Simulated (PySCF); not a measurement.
Species, as SMILES: [O+]#[Si-] (O-Si).
Geometry (B3LYP-D3(BJ)/def2-TZVP, fixed):
```
Si
O 1 1.5131
```

Basis-set convergence of the mean static polarisability at PBE0 with PySCF. All functions are spherical. Density fitting with generated auxiliary sets. No added dispersion term, no relativity. Reference: the value in aug-cc-pV(5+d)Z, 29.69 bohr³, itself unsure by roughly 0.3 % (its mean distance from aug-pcseg-3, aug-cc-pV(Q+d)Z, aug-pcseg-2). Deviations are taken from unrounded values.

| basis | functions | mean static polarisability (bohr³) | minus reference (%) |
|---|---|---|---|
| def2-SVP | 32 | 23.08 | -22.3 |
| def2-SVPD | 47 | 29.06 | -2.1 |
| aug-pcseg-1 | 50 | 28.77 | -3.1 |
| def2-TZVP | 68 | 26.87 | -9.5 |
| def2-TZVPP | 73 | 26.93 | -9.3 |
| def2-TZVPD | 83 | 29.63 | -0.2 |
| def2-TZVPPD | 88 | 29.65 | -0.2 |
| aug-pcseg-2 | 96 | 29.50 | -0.6 |
| def2-QZVPP | 127 | 28.71 | -3.3 |
| def2-QZVPPD | 142 | 29.68 | 0.0 |
| aug-pcseg-3 | 174 | 29.66 | -0.1 |

The smallest set listed that lies within 5 % of the reference with all its larger relatives (same family, alike in diffuse functions; a set with none counts only in the reference's own line) is def2-SVPD (47 functions, -2.1 % off). Inside, with no larger relative to test it: def2-QZVPP.
